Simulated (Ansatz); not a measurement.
`[CH2]BC` radical from Hartree–Fock to CCSD(T)

```csv
atom,x (Å),y (Å),z (Å)
C1,-1.480,0.177,0.325
B2,0.034,0.188,0.550
C3,1.059,-0.237,-0.548
H4,-1.933,-0.134,-0.615
H5,-2.198,0.475,1.084
H6,0.448,0.543,1.622
H7,0.620,-0.552,-1.497
H8,1.755,0.588,-0.747
H9,1.696,-1.048,-0.174
```

The species carries charge 0 and has multiplicity 2. The geometry is a stationary point of PBE0-D4/def2-TZVP. Frozen core, unrestricted reference, the Gaussian-basis code of Ansatz. CBS rows extrapolate triple and quadruple zeta; past MP2 they add the triple-zeta difference.

```csv
basis,HF (Eh),MP2 corr.
def2-SVP,-103.80128,-0.34364
def2-TZVPP,-103.91525,-0.42248
def2-QZVPP,-103.92031,-0.44974
```

Task: Estimate the CCSD correlation energy and the (T) correction in each basis where they were run (hartree).

Result: 
| basis | CCSD corr. | (T) |
| --- | --- | --- |
| def2-SVP | -0.39129 | -0.00998 |
| def2-TZVPP | -0.46572 | -0.01601 |
| CBS(def2) | -0.51317 | as TZ |
